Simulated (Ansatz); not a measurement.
Relaxed structures of CH3OSi (charge +1), singlet (PBE0-D4/def2-TZVP; forces vanish, vibrations not checked; lower isomers may exist, and structures with a doubtful reference or unclear bonds are left out; Å). Computed with Ansatz 0.2.0 (basis: def2-TZVPP); correlated methods freeze the cores.

(1) Rank them by CCSD(T) energy, lowest first, and give each one's height above the lowest. Links in brackets join atoms within 1.22 times the sum of their covalent radii (1.1 for two metals). (An estimate is asked for; the value comes from the calculation.)
A.
CH₃OSi ([CH2][Si][OH]), total charge +1
```
6
angstrom
O -0.9344 -1.6121 -0.3236
C 0.1895 1.1721 0.2506
Si 0.1764 -0.5183 -0.1190
H -0.8058 -2.5474 -0.5324
H 0.5442 1.8207 -0.5564
H 0.6003 1.4292 1.2320
```
B.
CH₃OSi ([O][C][SiH3]), total charge +1
```
6
angstrom
O -0.4668 -1.7370 -0.3012
C -0.2570 -0.6537 -0.1890
Si 0.1165 1.2812 0.0111
H -1.2142 1.7982 -0.3527
H 1.1963 1.3988 -0.9842
H 0.4903 1.2847 1.4361
```
C.
CH₃OSi ([OH][C][SiH2]), total charge +1
```
6
angstrom
O -0.9549 -1.4710 -0.2921
C -0.2475 -0.4853 -0.0985
Si 0.2831 1.1150 0.2352
H -0.4718 -2.3074 -0.4903
H 0.6548 1.8587 -0.9761
H 0.7363 1.2900 1.6218
```
D.
CH₃OSi ([OH][CH][SiH]), total charge +1
```
6
angstrom
O -0.8540 -1.1871 -0.0941
C 0.0791 -0.3211 -0.0688
Si -0.1415 1.5268 0.2652
H -0.5696 -2.0992 -0.2883
H 1.0951 -0.6758 -0.3067
H 0.3003 1.0355 1.6471
```

T1 diagnostic: at most 0.026. The T1 diagnostic is large here, which may signal multireference character or strong orbital relaxation, so CCSD(T) is less sure. The restricted Hartree–Fock reference is unstable towards an unrestricted one at one or more of these structures. A large double-excitation amplitude points to some diradical character; no triplet was computed.

## Answers

(1) By the calculation: B (0.00 kcal/mol), A (20.80 kcal/mol), D (46.34 kcal/mol), C (61.01 kcal/mol). Heights count from the lowest.

For scale, one of the runs: CCSD(T)/def2-TZVPP, 146 basis functions, launched by `ansatz run in.yaml --threads 2 --pin off --events-out ev --progress --plain --max-ram 4352MiB`. Hardware: 2 CPU threads of an Arm Neoverse V2, shared host. Wall time 11 s; peak host memory 0.86 GiB.
